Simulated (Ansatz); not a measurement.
Consider the isomerisation: `N=C1CC1N` → `CNC1C=N1`.

Gas-phase electronic energies from Ansatz, PBE0-D4/def2-TZVP geometries. CCSD(T)/CBS adds triple-zeta CCSD(T) − MP2 to the extrapolated MP2 energy (def2 sets, frozen cores). Functionals use def2-TZVPP. One conformer a species, not always the lowest.

| species | r2SCAN-D4 energy (Eh) |
| --- | --- |
| `N=C1CC1N` | -227.31344 |
| `CNC1C=N1` | -227.29965 |

Question: Work out ΔE.

Answer: ΔE = (-227.29965) − (-227.31344) = 0.01379 Eh = +36.2 kJ/mol. CCSD(T)/CBS gives +26.9 kJ/mol.

Largest T1 diagnostic among the species: 0.012.

In def2-TZVPP, CCSD(T) changes the Hartree–Fock value by −4.0 kJ/mol (the triples alone add −2.2 kJ/mol) and MP2 by −7.5 kJ/mol.
